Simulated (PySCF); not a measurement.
**CH$_{2}$, singlet in cc-pVDZ: errors against full CI**

Geometry: a PBE0/def2-TZVP stationary point for this spin, not checked as a minimum.

```tsv
atom	x (Å)	y (Å)	z (Å)
C	0.0000	-0.1011	0.0000
H	0.0000	0.6021	-0.8621
H	0.0000	0.6021	0.8621
```

Basis cc-pVDZ; PySCF 2.14.0. Correlated methods freeze the noble-gas cores, which leaves 6 electrons in 23 orbitals. Prefix R: restricted or restricted open-shell reference; prefix U: unrestricted.

Full CI is exact within this basis and frozen core; it isn't the basis-set limit. The frozen core follows each run's orbitals, which can shift R against U totals by a few meV.

The UHF ⟨S²⟩ is 0.710, the T1 diagnostic (ROHF- or RHF-based CCSD) is 0.0088 and the largest doubles amplitude (ROHF- or RHF-based CCSD) is 0.138.

```
   level  E − E(RHF) (eV)
    RMP2          -3.0015
   RCCSD          -3.7644
RCCSD(T)          -3.8434
```

(1) Estimate how far full CI in cc-pVDZ lies from RCCSD(T). The table doesn't fix it; the size of (T) and the diagnostics are the guide.

(1) Full CI in cc-pVDZ lies 2.4 kJ/mol below RCCSD(T), which is 31 % of the (T) step (-7.6 kJ/mol). A doubles amplitude is large, RHF is unstable towards spin polarisation, and the rest is a large part of (T).

The other levels:

```csv
level,E − E(full CI) (kJ/mol),share of correlation (%),wall time
RCCSDT,0.5,99.87,–
RCCSDT(Q),0.1,99.98,1.5 s
```

The correlation energy at full CI, counted from RHF, is -3.868 eV. The search over symmetries took 8.1 min on 1 thread of Arm Neoverse V1, shared host; the state has 786,897 determinants.

Run but not shown, since their state, orbitals or frozen core can't be matched to the reference's or they repeat it: UHF, UMP2, UCCSD, UCCSD(T), UCCSDT.

Times are those of the correlated step on a shared host, with one SCF added for the restricted CCSD run; they ran on 1 thread of Arm Neoverse V1.

The full-CI state has the irrep A1 of C2v, in the program's axes.

Natural occupations of full CI about the gap: 1.965 1.956 1.889 0.087 0.029 0.022 0.012 0.008 0.007 0.006; effectively unpaired electrons, Σ n²(2−n)², 0.09.
